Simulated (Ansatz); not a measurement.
**C3H6OS: a ladder of functionals and wavefunction methods**

How much do the methods differ for C3H6OS? The plan is to run it at one geometry with functionals of several rungs and with coupled cluster. The yardstick is the atomisation energy at the CCSD(T) limit.

Computed with Ansatz 0.2.0, Gaussian basis. Level: functionals in def2-TZVPP, the program's frozen cores in correlated methods.

Plan: LDA (SPW92), PBE-D4, revPBE-D4, BLYP-D4, r2SCAN-D4, B97M-V, PBE0-D4, B3LYP-D4, r2SCANh-D4, r2SCAN0-D4, HSE06-D4, BHLYP-D4, CAM-B3LYP-D4, LC-ωPBE, ωB97X-V, ωB97M-V, B2PLYP, PBE-QIDH; CCSD(T)/def2-SVP; CCSD(T)/def2-TZVPP; MP2/def2-QZVPP; extrapolation to the limit; RPA on PBE.

## Step 1: Structure used throughout

All runs share one geometry, relaxed beforehand with PBE0-D4 in a triple-zeta def2 set.

SMILES `SCC1CO1`, 11 atoms, charge 0, spin multiplicity 1.

Atoms are counted from 1 here; the program's logs count them from 0.

Bond lengths: S1–C2 1.810 Å, S1–H6 1.343 Å, C2–C3 1.497 Å, C2–H7 1.093 Å, C2–H8 1.091 Å, C3–C4 1.458 Å, C3–O5 1.418 Å, C3–H9 1.089 Å, C4–O5 1.419 Å, C4–H10 1.088 Å, C4–H11 1.087 Å. Angles: C2–S1–H6 96.6°, S1–C2–C3 112.3°, S1–C2–H7 104.9°, S1–C2–H8 110.9°, C3–C2–H7 110.3°, C3–C2–H8 110.5°, H7–C2–H8 107.7°, C2–C3–C4 121.1°, C2–C3–O5 116.0°, C2–C3–H9 115.3°, C4–C3–O5 59.1°, C4–C3–H9 118.2°, O5–C3–H9 114.8°, C3–C4–O5 59.0°, C3–C4–H10 119.2°, C3–C4–H11 119.9°, O5–C4–H10 115.1°, O5–C4–H11 115.4° and more.

## Step 2: LDA

This LDA is Slater exchange with PW92 correlation.

Input file in.yaml:

```yaml
crystal:
  periodic: [false, false, false]
  atoms:
    - {symbol: S, position_ang: [-1.476591, -0.055879, -1.785221]}
    - {symbol: C, position_ang: [-0.588145, -0.872433, -0.436754]}
    - {symbol: C, position_ang: [-0.227300, 0.076742, 0.663595]}
    - {symbol: C, position_ang: [1.093137, 0.691739, 0.724514]}
    - {symbol: O, position_ang: [0.747023, -0.381544, 1.586294]}
    - {symbol: H, position_ang: [-0.489498, 0.785395, -2.133296]}
    - {symbol: H, position_ang: [-1.277163, -1.636238, -0.067678]}
    - {symbol: H, position_ang: [0.302137, -1.381807, -0.808915]}
    - {symbol: H, position_ang: [-1.064063, 0.609994, 1.111476]}
    - {symbol: H, position_ang: [1.826985, 0.450775, -0.042169]}
    - {symbol: H, position_ang: [1.218976, 1.656457, 1.208853]}
basis:
  gaussian: {orbitals: def2-TZVPP}
hamiltonian: {xc: lda}
output: {orbitals: {seedname: orbitals}}
```

Launch:

```console
ansatz run in.yaml --threads 4 --pin off --events-out ev --progress --plain --max-ram 10444MiB
```

After this run come: PBE-D4 (GGA); revPBE-D4 (GGA); BLYP-D4 (GGA); r2SCAN-D4 (meta-GGA); B97M-V (meta-GGA); PBE0-D4 (hybrid); B3LYP-D4 (hybrid); r2SCANh-D4 (hybrid); r2SCAN0-D4 (hybrid); HSE06-D4 (hybrid); BHLYP-D4 (hybrid); CAM-B3LYP-D4 (range-separated); LC-ωPBE (range-separated); ωB97X-V (range-separated); ωB97M-V (range-separated); B2PLYP (double hybrid); PBE-QIDH (double hybrid); CCSD(T) in def2-SVP; CCSD(T) in def2-TZVPP; MP2 in def2-QZVPP; RPA on PBE orbitals.

Q: Predict the results of all the runs planned. Wanted: atomisation energy, CCSD(T)/CBS; farthest beyond LDA; mean size of error, GGA; mean size of error, meta-GGA; mean size of error, hybrid; mean size of error, range-separated; mean size of error, double hybrid; gap, smallest and largest; T1 diagnostic.

As calculated:

| quantity | value |
| --- | --- |
| atomisation energy, CCSD(T)/CBS | 43.641 eV |
| functionals within 0.218 eV (0.5 %) | revPBE-D4, BLYP-D4, B97M-V, B3LYP-D4, r2SCANh-D4, CAM-B3LYP-D4, LC-ωPBE, PBE-QIDH |
| farthest beyond LDA | BHLYP-D4 (-1.599 eV) |
| mean size of error, GGA | 0.555 eV |
| mean size of error, meta-GGA | 0.230 eV |
| mean size of error, hybrid | 0.525 eV |
| mean size of error, range-separated | 0.163 eV |
| mean size of error, double hybrid | 0.288 eV |
| gap, smallest and largest | 5.18 eV (BLYP-D4), 12.51 eV (LC-ωPBE) |
| T1 diagnostic | 0.0110 |
| triples share of the correlation energy | 4.2 % |

In words: The LDA atomisation energy is off by 7.240 eV (17 %): it overbinds. PBE-D4 is off by +1.389 eV. Double hybrids carry the basis error of their MP2 part in triple zeta, and no dispersion term here, so their miss is partly the set-up's. By mean error the best rung here is range-separated (0.163 eV) and the worst beyond LDA is GGA (0.555 eV). hybrid functionals lie within the reference's doubt of that worst mean (0.525 eV), so those two tie. The gap between the best rungs is small, so their order is not settled. Misses under about 0.218 eV are within the doubt on the reference itself, which lacks core-valence correlation, relativity and higher excitations. Hartree-Fock recovers 71 % of the binding; the rest is correlation. CCSD(T) in def2-SVP is off by -2.248 eV, more than most functionals: a good method in a small basis is no reference. Orbital gaps span 5.2 to 12.5 eV; exact exchange widens them.
